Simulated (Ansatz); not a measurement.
# C3H2F+: one structure at several levels

The task here is to estimate one member of a computed series from the others.

The runs use Ansatz 0.2.0, Gaussian basis; single points in def2-TZVPP.

Cores are frozen in the correlated methods. B3LYP uses VWN-RPA correlation.

## The system as given

6 atoms, charge 1, spin multiplicity 1.

Atoms are counted from 1 here; the program's logs count them from 0.

Bond lengths: F1–C2 1.244 Å, C2–C3 1.433 Å, C2–C4 1.447 Å, C3–C4 1.431 Å, C3–H5 1.127 Å, C4–H6 1.084 Å. Angles: F1–C2–C3 149.9°, F1–C2–C4 150.5°, C3–C2–C4 59.6°, C2–C3–C4 60.7°, C2–C3–H5 151.3°, C4–C3–H5 148.1°, C2–C4–C3 59.7°, C2–C4–H6 150.7°, C3–C4–H6 149.6°.

Geometry (Å):

```xyz
6

F    -0.4724   -1.8605    0.7376
C    -0.1999   -0.7369    0.2798
C     0.6708    0.1165   -0.4724
C    -0.4844    0.6764    0.1610
H     1.5890    0.2810   -1.1053
H    -1.1082    1.5363    0.3753
```

The first run:

Input file run/in.yaml:

```yaml
crystal:
  periodic: [false, false, false]
  atoms:
    - {symbol: F, position_ang: [-0.472400, -1.860500, 0.737600]}
    - {symbol: C, position_ang: [-0.199900, -0.736900, 0.279800]}
    - {symbol: C, position_ang: [0.670800, 0.116500, -0.472400]}
    - {symbol: C, position_ang: [-0.484400, 0.676400, 0.161000]}
    - {symbol: H, position_ang: [1.589000, 0.281000, -1.105300]}
    - {symbol: H, position_ang: [-1.108200, 1.536300, 0.375300]}
basis:
  gaussian: {orbitals: def2-TZVPP}
total_charge: 1
correlation: {method: ccsd_t}
output: {forces: true}
```

The command line of these runs was not kept.

Steps of the session up to this table: CCSD(T)/def2-TZVPP; PBE0-D4/def2-TZVPP; wB97M-V/def2-TZVPP; r2SCAN-D4/def2-TZVPP; PBE-D4/def2-TZVPP; B3LYP-D4/def2-TZVPP; revPBE-D4/def2-TZVPP.

One of the session's tables, all rows but one given; the rest of the session is left out.

| method | RMS force component (eV/Å) | angle to CCSD(T) forces (°) |
| --- | --- | --- |
| CCSD(T) | 1.669 | reference |
| PBE0-D4 | 1.916 | 7.8 |
| wB97M-V | 1.940 | 4.7 |
| r2SCAN-D4 | ? | ? |
| PBE-D4 | 1.718 | 4.9 |
| B3LYP-D4 | 1.888 | 4.2 |
| revPBE-D4 | 1.680 | 6.1 |

Q: Estimate the row for r2SCAN-D4 from the others.

The run gave: RMS force component (eV/Å): 1.859; angle to CCSD(T) forces (°): 4.6. In the column «RMS force component (eV/Å)» it lies between PBE-D4 (1.718) and B3LYP-D4 (1.888).
